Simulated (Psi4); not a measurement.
**H2O2 (hydrogen peroxide): levels of theory compared**

We compute a comparison of 5 runs (revPBE/STO-3G, B3LYP/6-31G**, PBE/def2-SVP, PBE0/def2-SVP, CISD/3-21G) of H2O2 (hydrogen peroxide). 

Program for the calculation: Psi4 1.11.

3 further runs of the same task are left out: 2 that didn't finish, 1 set aside as unsound or not needed.

## Step 1: Starting point

The species is H2O2 (4 atoms), meant as a singlet with charge 0. As SMILES, `OO`. The shape is that of a PBE0-D4/def2-TZVP optimisation.

Bond lengths: O1–O2 1.426 Å, O1–H3 0.965 Å, O2–H4 0.965 Å. Angles: O1–O2–H4 101.1°, O2–O1–H3 101.1°.

## Step 2: Energy and one-electron properties at revPBE/STO-3G (density fitting, C-PCM chloroform) (run 1)

File h2o2.in:

```
memory 1600 MB

molecule geom {
  O     -0.486800    -0.581100     0.030600
  O      0.048300     0.728400     0.206900
  H      0.186400    -1.117000     0.467400
  H      0.252100     0.969800    -0.704900
  units angstrom
  symmetry c1
}

set basis STO-3G
set pcm true

pcm = {
  Units = Angstrom
  Medium {
    SolverType = CPCM
    Solvent = Chloroform
  }
  Cavity {
    Type = GePol
    RadiiSet = UFF
    Scaling = False
    Area = 0.4
    Mode = Implicit
  }
}

e, wfn = energy("revpbe", return_wfn=True)
oeprop(wfn, "MULLIKEN_CHARGES", "LOWDIN_CHARGES", "QUADRUPOLE", title="REVPBE")
print_variables()
```

Launch:

```bash
$ psi4 -n 1 h2o2.in h2o2.out
```

h2o2.out:

```text
[...]
  Running in c1 symmetry.
[...]
  Nuclear repulsion =   37.283118773714371
[...]
  Multiplicity = 1
[...]
  Nalpha       = 9
  Nbeta        = 9
[...]
    Number of basis functions: 12
[...]
   @DF-RKS iter   1:  -149.40735143982459   -6.46988e-01   7.50659e-03 ADIIS/DIIS
[...]
   @DF-RKS iter   6:  -149.41539105291554   -7.51442e-10   2.90171e-07 DIIS
[...]
    Orbital Energies [Eh]
    ---------------------
    Doubly Occupied:
       1A    -18.524801     2A    -18.523486     3A     -0.951267
       4A     -0.733020     5A     -0.383330     6A     -0.297808
       7A     -0.212478     8A     -0.099320     9A     -0.053967
[...]
  @DF-RKS Final Energy:  -149.41539105291554
   => Energetics <=
    Nuclear Repulsion Energy =             37.2831187737143708
    One-Electron Energy =                -280.9367021803831221
    Two-Electron Energy =                 112.2316239848415194
    DFT Exchange-Correlation Energy =     -17.9891217931304368
    Empirical Dispersion Energy =           0.0000000000000000
    VV10 Nonlocal Energy =                  0.0000000000000000
    PCM Polarization Energy =              -0.0043098379578517
    Total Energy =                       -149.4153910529155382
[...]
  Mulliken Charges: (a.u.)
   Center  Symbol    Alpha    Beta     Spin     Total
       1     O     4.10326  4.10326  0.00000 -0.20652
       2     O     4.10326  4.10326  0.00000 -0.20651
       3     H     0.39674  0.39674  0.00000  0.20652
       4     H     0.39674  0.39674  0.00000  0.20652
   Total alpha =  9.00000, Total beta =  9.00000, Total charge =  0.00000
  Lowdin Charges: (a.u.)
   Center  Symbol    Alpha    Beta     Spin     Total
       1     O     4.07051  4.07051  0.00000 -0.14102
       2     O     4.07050  4.07050  0.00000 -0.14101
[...]
```

It took 5.1 s on 1 thread of Intel Xeon Platinum 8259CL at 2.50GHz (Skylake/Cascade Lake), shared host; peak memory 0.23 GiB.

Atomic charges (e):

```tsv
atom	Löwdin	Mulliken
O1	-0.141	-0.207
O2	-0.141	-0.207
H3	+0.141	+0.207
H4	+0.141	+0.207
```

## Step 3: Energy and gradient at B3LYP/6-31G(d,p) (spherical functions) (run 2)

File input.in:

```
memory 1.6 GB

molecule {
  0 1
  O     -0.91991868    -1.09811985     0.05782562
  O      0.09127377     1.37647651     0.39098434
  H      0.35224495    -2.11082408     0.88325799
  H      0.47639996     1.83265640    -1.33206795
  units au
  symmetry c1
}

set {
  basis                6-31G**
  puream               true
  e_convergence        1e-09
  d_convergence        1e-08
  scf_type             pk
  dft_radial_points    99
  dft_spherical_points 590
}

E, wfn = gradient("b3lyp", return_wfn=True)
oeprop(wfn, "LOWDIN_CHARGES", "WIBERG_LOWDIN_INDICES", "MAYER_INDICES")
print_variables()
```

Launch:

```bash
$ psi4 -i input.in -o input.out -n 1
```

input.out:

```text
[...]
  Running in c1 symmetry.
[...]
  Nuclear repulsion =   37.283118750301384
[...]
  Multiplicity = 1
[...]
  Nalpha       = 9
  Nbeta        = 9
[...]
    Number of basis functions: 38
[...]
   @RKS iter   1:  -151.45233642478067   -3.21007e-01   1.23769e-02 ADIIS/DIIS
[...]
   @RKS iter  10:  -151.53964383803114   -1.50635e-12   2.83262e-09 DIIS
[...]
    Orbital Energies [Eh]
    ---------------------
    Doubly Occupied:
       1A    -19.194490     2A    -19.194463     3A     -1.121501
       4A     -0.889705     5A     -0.532571     6A     -0.485397
       7A     -0.414706     8A     -0.308457     9A     -0.268559
[...]
  @RKS Final Energy:  -151.53964383803114
   => Energetics <=
    Nuclear Repulsion Energy =             37.2831187503013837
    One-Electron Energy =                -282.4387671315457737
    Two-Electron Energy =                 108.0832463095703702
    DFT Exchange-Correlation Energy =     -14.4672417663570823
    Empirical Dispersion Energy =           0.0000000000000000
    VV10 Nonlocal Energy =                  0.0000000000000000
    Total Energy =                       -151.5396438380311110
[...]
  -Total Gradient:
     Atom            X                  Y                   Z
    ------   -----------------  -----------------  -----------------
       1        0.010093629584     0.011968100004     0.004961162121
       2       -0.005276639105    -0.013577544839    -0.007562259285
       3       -0.003898022610     0.002591662212    -0.002554042513
       4       -0.000919103626    -0.000982171827     0.005155211703
[...]
```

Run time: 9.9 s. Hardware: 1 thread of Intel Xeon Platinum 8259CL at 2.50GHz (Skylake/Cascade Lake), shared host; peak memory 0.46 GiB.

Run 3 isn't shown in full; the table further down has it.

## Step 4: The energy at PBE0/def2-SVP (run 4)

File calc.inp:

```
memory 1600 mb

molecule {
  0 1
  O     -0.486800    -0.581100     0.030600
  O      0.048300     0.728400     0.206900
  H      0.186400    -1.117000     0.467400
  H      0.252100     0.969800    -0.704900
  symmetry c1
  no_reorient
  no_com
}

set basis def2-SVP
set puream true
set e_convergence 1e-09
set d_convergence 1e-08
set scf_type pk
set dft_radial_points 99
set dft_spherical_points 590

energy_value, wavefunction = energy('pbe0', return_wfn=True)
oeprop(wavefunction, 'MAYER_INDICES', 'LOWDIN_CHARGES', 'WIBERG_LOWDIN_INDICES')
```

Launch:

```bash
$ psi4 calc.inp calc.out -n 1
```

calc.out:

```text
[...]
  Running in c1 symmetry.
[...]
  Nuclear repulsion =   37.283118773714371
[...]
  Multiplicity = 1
[...]
  Nalpha       = 9
  Nbeta        = 9
[...]
    Number of basis functions: 38
[...]
   @RKS iter   1:  -151.19244626348566   -3.52788e-01   1.12107e-02 ADIIS/DIIS
[...]
   @RKS iter  10:  -151.26377505438074   -3.12639e-12   4.57785e-09 DIIS
[...]
    Orbital Energies [Eh]
    ---------------------
    Doubly Occupied:
       1A    -19.256444     2A    -19.256359     3A     -1.139875
       4A     -0.899371     5A     -0.550810     6A     -0.501655
       7A     -0.431788     8A     -0.324782     9A     -0.284961
[...]
  @RKS Final Energy:  -151.26377505438074
   => Energetics <=
    Nuclear Repulsion Energy =             37.2831187737143708
    One-Electron Energy =                -282.2198621158621563
    Two-Electron Energy =                 107.1117283391662198
    DFT Exchange-Correlation Energy =     -13.4387600513991945
    Empirical Dispersion Energy =           0.0000000000000000
    VV10 Nonlocal Energy =                  0.0000000000000000
    Total Energy =                       -151.2637750543807442
[...]
 Multipole Moments:
 ------------------------------------------------------------------------------------
     Multipole            Electronic (a.u.)      Nuclear  (a.u.)        Total (a.u.)
 ------------------------------------------------------------------------------------
 L = 1.  Multiply by 2.5417464519 to convert [e a0] to [Debye]
 Dipole X            :          6.4302013           -5.8005143            0.6296869
 Dipole Y            :         -2.1601153            1.9486856           -0.2114297
 Dipole Z            :         -3.4827033            3.1416697           -0.3410337
 Magnitude           :                                                    0.7466673
[...]
```

Run time: 7.5 s. Hardware: 1 thread of Intel Xeon Platinum 8259CL at 2.50GHz (Skylake/Cascade Lake), shared host; peak memory 0.45 GiB.

## Step 5: A single-point energy at CISD/3-21G (DKH3) (run 5)

File h2o2.json:

```json
{
 "schema_name": "qcschema_input",
 "schema_version": 1,
 "molecule": {
  "schema_name": "qcschema_molecule",
  "schema_version": 2,
  "symbols": ["O", "O", "H", "H"],
  "geometry": [-0.91991868, -1.09811985, 0.05782562, 0.09127377, 1.37647651, 0.39098434, 0.35224495, -2.11082408, 0.88325799, 0.47639996, 1.8326564, -1.33206795],
  "molecular_charge": 0,
  "molecular_multiplicity": 1,
  "fix_symmetry": "c1"
 },
 "driver": "energy",
 "model": {
  "method": "cisd",
  "basis": "3-21G"
 },
 "keywords": {
  "reference": "rhf",
  "freeze_core": true,
  "scf_type": "pk",
  "relativistic": "dkh",
  "dkh_order": 3
 }
}
```

Launch:

```bash
$ psi4 --qcschema h2o2.json -n 1 --memory 1600MB
```

stdout:

```text
[...]
  Running in c1 symmetry.
[...]
  Nuclear repulsion =   37.283118750301384
[...]
  Multiplicity = 1
[...]
  Nalpha       = 9
  Nbeta        = 9
[...]
    Number of basis functions: 22
[...]
   @RHF iter   1:  -149.99340968737999   -7.14926e-01   1.18048e-02 DIIS/ADIIS
[...]
   @RHF iter  12:  -150.03345081117553   -1.42109e-13   2.69153e-09 DIIS
[...]
    Orbital Energies [Eh]
    ---------------------
    Doubly Occupied:
       1A    -20.526891     2A    -20.526799     3A     -1.478022
       4A     -1.196504     5A     -0.694709     6A     -0.684914
       7A     -0.589254     8A     -0.489282     9A     -0.460750
[...]
  @RHF Final Energy:  -150.03345081117553
   => Energetics <=
    Nuclear Repulsion Energy =             37.2831187503013837
    One-Electron Energy =                -281.3388896363559297
    Two-Electron Energy =                  94.0223200748790191
    Total Energy =                       -150.0334508111755270
[...]
 Multipole Moments:
 ------------------------------------------------------------------------------------
     Multipole            Electronic (a.u.)      Nuclear  (a.u.)        Total (a.u.)
 ------------------------------------------------------------------------------------
 L = 1.  Multiply by 2.5417464519 to convert [e a0] to [Debye]
 Dipole X            :         -0.0175154            0.7731780            0.7556626
 Dipole Y            :          0.0059107           -0.2596362           -0.2537255
 Dipole Z            :          0.0095075           -0.4187680           -0.4092605
 Magnitude           :                                                    0.8960451
[...]
      * SCS-MP2 total energy:                 -150.271500483309
[...]
      * MP2 total energy:                     -150.272010846587
[...]
      * CISD total energy:                    -150.268510285839
[...]
```

The result, in JSON:

```text
{
 "driver": "energy",
 "model": {
  "method": "cisd",
  "basis": "3-21G"
 },
 "success": true,
 "return_result": -150.26851028583906,
 "properties": {
  "calcinfo_nbasis": 22,
  "calcinfo_nmo": 22,
  "calcinfo_nalpha": 9,
  "calcinfo_nbeta": 9,
  "calcinfo_natom": 4,
  "nuclear_repulsion_energy": 37.283118750301384,
  "return_energy": -150.26851028583906,
  "scf_one_electron_energy": -281.33888963635593,
  "scf_two_electron_energy": 94.02232007487902,
  "scf_dipole_moment": [0.7556625847632412, -0.2537254574119574, -0.409260540782201],
  "scf_total_energy": -150.03345081117553,
  "scf_iterations": 12,
  "mp2_same_spin_correlation_energy": -0.05564119656961864,
  "mp2_opposite_spin_correlation_energy": -0.18291883884163346,
  "mp2_singles_energy": 0.0,
  "mp2_doubles_energy": -0.2385600354112521,
  "mp2_correlation_energy": -0.2385600354112521,
  "mp2_total_energy": -150.27201084658677
 }
}
```

It took 2.3 s on 1 thread of Intel Xeon Platinum 8259CL at 2.50GHz (Skylake/Cascade Lake), shared host; peak memory 0.19 GiB.

## Step 6: All runs side by side

```tsv
run	level	task	radii	energy (Eh)	dipole moment (D)	HOMO energy (eV)	LUMO energy (eV)	wall time
1	revPBE/STO-3G (density fitting, C-PCM chloroform)	properties	UFF	-149.415391	1.52	-1.47	4.83	5.1 s
2	B3LYP/6-31G** (spherical functions)	gradient	–	-151.539644	1.88	-7.31	1.15	9.9 s
3	PBE/def2-SVP	gradient	–	-151.269097	1.83	-5.65	-0.05	10 s
4	PBE0/def2-SVP	energy	–	-151.263775	1.90	-7.75	1.36	7.5 s
5	CISD/3-21G (DKH3)	energy	–	-150.268510	–	-12.54	6.95	2.3 s
```

## Step 7: What came out

```
                                          quantity          value
                               run 5: total energy  -150.26851 Eh
        run 5: HOMO energy (Hartree–Fock orbitals)      -12.54 eV
        run 5: LUMO energy (Hartree–Fock orbitals)        6.95 eV
      run 5: HOMO–LUMO gap (Hartree–Fock orbitals)       19.49 eV
run 5: correlation energy (2 core orbitals frozen)     -235.1 mEh
```

Over runs 1, 2, 3, 4 the dipole moment (its size) runs from 1.52 D (revPBE/STO-3G) to 1.90 D (PBE0/def2-SVP). The two ends differ in method and basis and solvent. Over runs 1, 2, 3, 4 the HOMO–LUMO gap runs from 5.60 eV (PBE/def2-SVP) to 9.12 eV (PBE0/def2-SVP). Totals of different functionals can't be ranked against each other. In run 1 the basis is minimal, so the values are rough. All runs together took 35 s, the longest 10 s.
